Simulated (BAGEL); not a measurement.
# doublet [HNO3]+: levels of theory compared

We compute a comparison of 4 runs (UHF/STO-3G, ROHF/6-31G*, UHF/6-31G*, ROHF/6-311+G**) of doublet [HNO3]+. 

The results are computed with BAGEL 1.2.2.

### Step 1. The structure to begin with

[HNO3]+ has 5 atoms, charge +1, and is taken as a doublet. SMILES of the parent species: `O=NOO`. Geometry: relaxed at GFN2-xTB. That shape belongs to the parent species and isn't relaxed for this state.

Bond lengths: O1–N2 1.201 Å, N2–O3 1.273 Å, O3–O4 1.436 Å, O4–H5 0.984 Å. Angles: O1–N2–O3 119.9°, N2–O3–O4 119.3°, O3–O4–H5 102.4°.

### Step 2. A single-point energy at UHF/STO-3G (density fitting with qzvpp-jkfit) (run 1)

Contents of input.json:

```json
{ "bagel" : [

{
  "title" : "molecule",
  "basis" : "sto-3g",
  "df_basis" : "qzvpp-jkfit",
  "angstrom" : true,
  "geometry" : [
    { "atom" : "O", "xyz" : [    0.065910,   -0.913420,    1.047340 ] },
    { "atom" : "N", "xyz" : [   -0.887330,   -0.616080,    0.379900 ] },
    { "atom" : "O", "xyz" : [   -0.768700,    0.249290,   -0.545570 ] },
    { "atom" : "O", "xyz" : [    0.510450,    0.860430,   -0.776300 ] },
    { "atom" : "H", "xyz" : [    1.079670,    0.419780,   -0.105350 ] }
  ]
},
{ "title" : "uhf", "charge" : 1, "nopen" : 1 },
{ "title" : "print", "file" : "orbitals.molden", "orbitals" : true }

]}
```

On the command line:

```sh
$ BAGEL_NUM_THREADS=1 BAGEL input.json > input.out
```

The log of the run:

```text
* using 1 threads per process

  ===============================================================
  ===============================================================

  *** Geometry ***

  { "atom" : "O", "xyz" : [      0.124552,     -1.726114,      1.979186 ] },
  { "atom" : "N", "xyz" : [     -1.676811,     -1.164222,      0.717907 ] },
  { "atom" : "O", "xyz" : [     -1.452632,      0.471090,     -1.030978 ] },
  { "atom" : "O", "xyz" : [      0.964611,      1.625977,     -1.466994 ] },
  { "atom" : "H", "xyz" : [      2.040281,      0.793269,     -0.199083 ] },

  Number of auxiliary basis functions:      326

  Since a DF basis is specified, we compute 2- and 3-index integrals:
    o Being stored without compression. Storage requirement is 0.001 GB

  Number of basis functions:       21
  Number of electrons      :       32

    * METHOD: MOLECULE                             0.06

  *** Open-shell HF ***

  === Nuclear Repulsion ===
   123.3691381201

      * DIIS with orbital gradients will be used.

  === UHF iteration (sto-3g) ===
      0       -275.21625658          0.06642526           0.01
      1       -275.30250350          0.05122118           0.01
      2       -275.33434969          0.03634320           0.01
      3       -275.37119749          0.00555570           0.01
      4       -275.37541862          0.00373491           0.01
      5       -275.37827074          0.00235090           0.01
      6       -275.37998979          0.00147060           0.01
      7       -275.38076441          0.00067513           0.01
      8       -275.38109078          0.00037415           0.01
      9       -275.38130368          0.00023349           0.01
[... 37 lines of this table left out ...]
     47       -275.38217513          0.00000003           0.01
     48       -275.38217513          0.00000003           0.01
     49       -275.38217513          0.00000001           0.01
     50       -275.38217513          0.00000001           0.01
    * SCF iteration converged.

    * S^2 (UHF) is 0.9430

    * Permanent dipole moment:
           (   -0.634475,     0.295968,    -0.539904) a.u.

    * METHOD: UHF                                  0.50

    * METHOD: PRINT                                0.00

  ===============================================================
```

Wall time 0.72 s (1 thread of Arm Neoverse V2, shared host); peak memory 0.081 GiB.

### Step 3. A single-point energy at ROHF/6-31G(d) (density fitting with qzvpp-jkfit, spherical functions) (run 2)

Contents of input.json:

```json
{ "bagel" : [

{
  "title" : "molecule",
  "basis" : "6-31gs.json",
  "df_basis" : "qzvpp-jkfit",
  "angstrom" : true,
  "geometry" : [
    { "atom" : "O", "xyz" : [       0.065910,      -0.913420,       1.047340 ] },
    { "atom" : "N", "xyz" : [      -0.887330,      -0.616080,       0.379900 ] },
    { "atom" : "O", "xyz" : [      -0.768700,       0.249290,      -0.545570 ] },
    { "atom" : "O", "xyz" : [       0.510450,       0.860430,      -0.776300 ] },
    { "atom" : "H", "xyz" : [       1.079670,       0.419780,      -0.105350 ] }
  ]
},

{
  "title" : "rohf",
  "charge" : 1,
  "nopen" : 1
},

{
  "title" : "print",
  "file" : "orbitals.molden",
  "orbitals" : true
}

]}
```

The basis set 6-31G* is read from a file made from the Basis Set Exchange's data (not shown).

On the command line:

```sh
$ BAGEL_NUM_THREADS=1 BAGEL input.json > input.out
```

The log of the run:

```text
* using 1 threads per process

  ===============================================================
  ===============================================================

  *** Geometry ***

  { "atom" : "O", "xyz" : [      0.124552,     -1.726114,      1.979186 ] },
  { "atom" : "N", "xyz" : [     -1.676811,     -1.164222,      0.717907 ] },
  { "atom" : "O", "xyz" : [     -1.452632,      0.471090,     -1.030978 ] },
  { "atom" : "O", "xyz" : [      0.964611,      1.625977,     -1.466994 ] },
  { "atom" : "H", "xyz" : [      2.040281,      0.793269,     -0.199083 ] },

  Number of auxiliary basis functions:      326

  Since a DF basis is specified, we compute 2- and 3-index integrals:
    o Being stored without compression. Storage requirement is 0.009 GB

  Number of basis functions:       58
  Number of electrons      :       32

    * METHOD: MOLECULE                             0.08

  *** Open-shell HF ***

  === Nuclear Repulsion ===
   123.3691381201

      * DIIS with orbital gradients will be used.

  === ROHF iteration (6-31gs.json) ===
      0       -278.75530075          0.05800666           0.04
      1       -278.80387335          0.05327183           0.04
      2       -278.81382152          0.05226855           0.04
      3       -278.95651360          0.00520261           0.03
      4       -278.96033793          0.00287614           0.03
      5       -278.96385898          0.00240180           0.04
      6       -278.96681254          0.00214850           0.04
      7       -278.96949306          0.00171652           0.04
      8       -278.97206806          0.00076636           0.04
      9       -278.97342213          0.00052648           0.03
[... 18 lines of this table left out ...]
     28       -278.97354260          0.00000002           0.04
     29       -278.97354260          0.00000001           0.04
     30       -278.97354259          0.00000001           0.04
     31       -278.97354259          0.00000001           0.03
    * SCF iteration converged.

    * S^2 (ROHF) is 0.7500

    * Permanent dipole moment:
           (   -0.443436,     0.519392,    -0.720678) a.u.

    * METHOD: ROHF                                 1.21

    * METHOD: PRINT                                0.01

  ===============================================================
```

Wall time 1.4 s (1 thread of Arm Neoverse V2, shared host); peak memory 0.081 GiB.

Run 3 isn't shown in full; the table further down has it.

### Step 4. The energy at ROHF/6-311+G(d,p) (density fitting with qzvpp-jkfit) (run 4)

Contents of input.json:

```json
{ "bagel" : [

{
  "title" : "molecule",
  "basis" : "6-311+gss.json",
  "df_basis" : "qzvpp-jkfit",
  "angstrom" : true,
  "geometry" : [
    { "atom" : "O", "xyz" : [    0.065910,   -0.913420,    1.047340 ] },
    { "atom" : "N", "xyz" : [   -0.887330,   -0.616080,    0.379900 ] },
    { "atom" : "O", "xyz" : [   -0.768700,    0.249290,   -0.545570 ] },
    { "atom" : "O", "xyz" : [    0.510450,    0.860430,   -0.776300 ] },
    { "atom" : "H", "xyz" : [    1.079670,    0.419780,   -0.105350 ] }
  ]
},
{ "title" : "rohf", "charge" : 1, "nopen" : 1 },
{ "title" : "print", "file" : "orbitals.molden", "orbitals" : true }

]}
```

The basis set 6-311+G** is read from a file made from the Basis Set Exchange's data (not shown).

On the command line:

```sh
$ BAGEL_NUM_THREADS=1 BAGEL input.json > input.out
```

The log of the run:

```text
* using 1 threads per process

  ===============================================================
  ===============================================================

  *** Geometry ***

  { "atom" : "O", "xyz" : [      0.124552,     -1.726114,      1.979186 ] },
  { "atom" : "N", "xyz" : [     -1.676811,     -1.164222,      0.717907 ] },
  { "atom" : "O", "xyz" : [     -1.452632,      0.471090,     -1.030978 ] },
  { "atom" : "O", "xyz" : [      0.964611,      1.625977,     -1.466994 ] },
  { "atom" : "H", "xyz" : [      2.040281,      0.793269,     -0.199083 ] },

  Number of auxiliary basis functions:      326

  Since a DF basis is specified, we compute 2- and 3-index integrals:
    o Being stored without compression. Storage requirement is 0.023 GB

  Number of basis functions:       94
  Number of electrons      :       32

    * METHOD: MOLECULE                             0.10

  *** Open-shell HF ***

  === Nuclear Repulsion ===
   123.3691381201

      * DIIS with orbital gradients will be used.

  === ROHF iteration (6-311+gss.json) ===
      0       -278.83341196          0.04770656           0.07
      1       -278.90353560          0.04482446           0.07
      2       -278.92267946          0.04236537           0.07
      3       -279.04095694          0.00506177           0.07
      4       -279.04502554          0.00268718           0.07
      5       -279.04895610          0.00222050           0.07
      6       -279.05227336          0.00199549           0.07
      7       -279.05499955          0.00164923           0.07
      8       -279.05782560          0.00088187           0.07
      9       -279.05948606          0.00083611           0.07
[... 15 lines of this table left out ...]
     25       -279.05961623          0.00000005           0.07
     26       -279.05961623          0.00000003           0.07
     27       -279.05961623          0.00000001           0.07
     28       -279.05961622          0.00000001           0.07
    * SCF iteration converged.

    * S^2 (ROHF) is 0.7500

    * Permanent dipole moment:
           (   -0.442186,     0.525058,    -0.726544) a.u.

    * METHOD: ROHF                                 2.12

    * METHOD: PRINT                                0.01

  ===============================================================
```

Wall time 2.4 s (1 thread of Arm Neoverse V2, shared host); peak memory 0.088 GiB.

### Step 5. All runs side by side

```csv
run,level,energy (Eh),⟨S²⟩,wall time
1,UHF/STO-3G (density fitting with qzvpp-jkfit),-275.382175,0.943,0.72 s
2,"ROHF/6-31G* (density fitting with qzvpp-jkfit, spherical functions)",-278.973543,0.750,1.4 s
3,"UHF/6-31G* (density fitting with qzvpp-jkfit, spherical functions)",-278.981381,0.801,1.8 s
4,ROHF/6-311+G** (density fitting with qzvpp-jkfit),-279.059616,0.750,2.4 s
```

### Step 6. What came out

| quantity | value |
| --- | --- |
| run 4: total energy | -279.05962 Eh |
| run 4: ⟨S²⟩ | 0.750 |

**Reading.** In run 1 the basis is minimal, so the values are rough. Spin contamination of the reference: run 1 ⟨S²⟩ = 0.94. All runs together took 6.4 s, the longest 2.4 s.
